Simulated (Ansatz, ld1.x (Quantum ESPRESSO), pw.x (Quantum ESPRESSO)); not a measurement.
## Equation-of-state test of one TM potential (Au (Z = 79))

Au (Z = 79), norm-conserving Troullier–Martins (Kleinman–Bylander form), made with ld1.x (Quantum ESPRESSO) 7.5 (PBEsol, scalar-relativistic). Core [Xe] 4f14, reference 5d10 6s1 6p0. Waves: 6p (bound, empty): rc 2.55 bohr; 5d (bound): rc 1.85 bohr; 6s (bound): rc 2.10 bohr. Local part: the s channel. Core correction: Bessel-smoothed model core inside 1.05 bohr.

Atomic tests: cutoffs needed: 45 Ry and 70 Ry (the cutoffs (Ry, on a coarse ladder) from which the occupation-weighted sum of valence levels, in a spherical-Bessel basis at the reference potential, stays within 10 and 1 mRy of its value at 400 Ry); ghost test: no extra level below or beside the all-electron valence levels (p, d, s, f tested) (spherical-Bessel basis up to 400 Ry, 20 bohr box); largest excitation error: -369 meV (all-electron minus pseudo) for 5d8 6s0 6p0, out of 7 test configurations.

Crystal test: bcc Au in pw.x 7.5, no spin, 14³ k-points, Fermi–Dirac smearing 0.01 Ry, cutoffs 85/340 Ry. The lattice is a test structure that the element need not adopt, and mesh and smearing are coarse.

pw.x input:

```
&control
  calculation='scf', prefix='x', pseudo_dir='./', outdir='./tmp', tstress=.true., disk_io='low'
/
&system
  ibrav=0, nat=1, ntyp=1, ecutwfc=85, ecutrho=340, nbnd=13,
  occupations='smearing', smearing='fd', degauss=0.01
/
&electrons
  conv_thr=1e-09, mixing_beta=0.4, electron_maxstep=70
/
ATOMIC_SPECIES
Au 1.0 Au.UPF
CELL_PARAMETERS angstrom
  -1.62136069 1.62136069 1.62136069
  1.62136069 -1.62136069 1.62136069
  1.62136069 1.62136069 -1.62136069
ATOMIC_POSITIONS crystal
Au 0.0000 0.0000 0.0000
K_POINTS automatic
14 14 14 0 0 0
```

```bash
pw.x < Au.scf.in > Au.scf.out
```

Q: How does the run end?

A: It converges; the pressure is 5.01 GPa against -0.10 GPa from all-electron LAPW. This is a poor potential for the solid. The log shows:

```
     lattice parameter (alat)  =       5.3069  a.u.
     unit-cell volume          =     115.0524 (a.u.)^3
     number of electrons       =        11.00
     number of Kohn-Sham states=           13
     kinetic-energy cutoff     =      85.0000  Ry
     charge density cutoff     =     340.0000  Ry
     scf convergence threshold =      1.0E-09
     Exchange-correlation= PBESOL
     number of k points=   104  Fermi-Dirac smearing, width (Ry)=  0.0100
     iteration #  1     ecut=    85.00 Ry     beta= 0.40
     total energy              =    -110.71487327 Ry
     estimated scf accuracy    <       0.07514351 Ry
     iteration #  2     ecut=    85.00 Ry     beta= 0.40
     total energy              =    -110.72612358 Ry
     estimated scf accuracy    <       0.00144151 Ry
     iteration #  3     ecut=    85.00 Ry     beta= 0.40
     total energy              =    -110.72632823 Ry
     estimated scf accuracy    <       0.00013186 Ry
     iteration #  4     ecut=    85.00 Ry     beta= 0.40
     total energy              =    -110.72633023 Ry
     estimated scf accuracy    <       0.00000200 Ry
     iteration #  5     ecut=    85.00 Ry     beta= 0.40
     total energy              =    -110.72633040 Ry
     estimated scf accuracy    <       0.00000002 Ry
     iteration #  6     ecut=    85.00 Ry     beta= 0.40
     total energy              =    -110.72633040 Ry
     estimated scf accuracy    <          5.4E-09 Ry
     iteration #  7     ecut=    85.00 Ry     beta= 0.40
     the Fermi energy is    15.8093 ev
!    total energy              =    -110.72633040 Ry
     estimated scf accuracy    <          1.1E-11 Ry
     smearing contrib. (-TS)   =      -0.00130281 Ry
     The total energy is F=E-TS. E is the sum of the following terms:
     one-electron contribution =      11.75600813 Ry
     hartree contribution      =       7.46555146 Ry
     xc contribution           =     -58.08665816 Ry
     ewald contribution        =     -71.85992902 Ry
     convergence has been achieved in   7 iterations
          total   stress  (Ry/bohr**3)                   (kbar)     P=       50.06
```
